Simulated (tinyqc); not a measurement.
Worked calculation: Pariser-Parr-Pople SCF with singles CI, for the molecule C=CC=N (SMILES; centres numbered as the heavy atoms are written). Computed by tinyqc, a small Python program that keeps every step. Settings: charge = 0, gamma = MN, start = huckel, damping = 0.5, iteration cap = 64, excitations kept = 6. Command: `OMP_NUM_THREADS=1 python tinyqc.py 29397 29398 out.jsonl` (the two numbers bound the seeds that draw the settings). One thread of a shared host (Intel(R) Xeon(R) Processor @ 2.60GHz), about 0.01 s of CPU time with the checks.

Centres (angstrom, eV; a flat drawing with bonds scaled to 1.40 angstrom):
```
centre         x         y  core charge z         W  gamma_rr
1C      -1.84800  -0.12700              1  12.55000  11.67000
2C      -0.55900   0.42100              1  12.55000  11.67000
3C       0.55900  -0.42100              1  12.55000  11.67000
4N       1.84800   0.12700              1  13.88000  13.44000
```

Resonance integrals (eV):
```
i  j      beta
1  2  -2.39000
2  3  -2.39000
3  4  -2.35000
```

Stop when output and input P, before any damping, agree to 1e-7.

Course of the cycle:
```
iteration       E (eV)  largest |P(out) - P(in)|
1          -55.3215627                  4.89e-02
2          -55.3432437                  3.29e-02
3          -55.3573556                  2.33e-02
4          -55.3661183                  1.66e-02
5          -55.3713664                  1.17e-02
6          -55.3744261                  8.32e-03
7          -55.3761740                  5.89e-03
8          -55.3771570                  4.17e-03
9          -55.3777029                  2.95e-03
10         -55.3780030                  2.09e-03
11         -55.3781666                  1.48e-03
...                ...                       ...
29         -55.3783572                  2.84e-06
30         -55.3783572                  2.00e-06
31         -55.3783572                  1.41e-06
32         -55.3783572                  9.99e-07
33         -55.3783572                  7.06e-07
34         -55.3783572                  4.98e-07
35         -55.3783572                  3.52e-07
36         -55.3783572                  2.49e-07
37         -55.3783572                  1.76e-07
38         -55.3783572                  1.24e-07
39         -55.3783572                  8.76e-08
```

Can the last value be used, and what does the course show?

Yes. Converged in 39 iterations.
